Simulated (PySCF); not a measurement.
# Phosphorus: highly charged ions in a basis for the neutral atom

P⁵⁺ [Ne], P⁶⁺ [He] 2s2 2p5. All numbers are calculated (PySCF 2.14, the spin-free X2C one-electron Hamiltonian (Gaussian nucleus), in cc-pVDZ-DK). No spin-orbit coupling, so a gap to NIST mixes the basis error with missing relativistic terms.

Changed run: basis of the neutral atom used for a highly charged ion. This setting is unsound on purpose.

| species | method | sound run (hartree) | changed run (hartree) | converged |
| --- | --- | --- | --- | --- |
| P⁵⁺ | UHF | not run | -335.16746 | yes |
| P⁵⁺ | TPSS | not run | -335.59664 | yes |
| P⁵⁺ | BP86 | not run | -335.59497 | yes |
| P⁶⁺ | UHF | not run | -327.03017 | yes |
| P⁶⁺ | TPSS | not run | -327.41749 | yes |
| P⁶⁺ | BP86 | not run | -327.40745 | yes |

Ionisation energy of P⁵⁺:

```csv
method,changed run (eV),NIST (eV)
UHF,221.43,220.43
TPSS,222.57,220.43
BP86,222.79,220.43
```

The contracted functions were made for the neutral atom and can be too rigid for a highly charged ion.
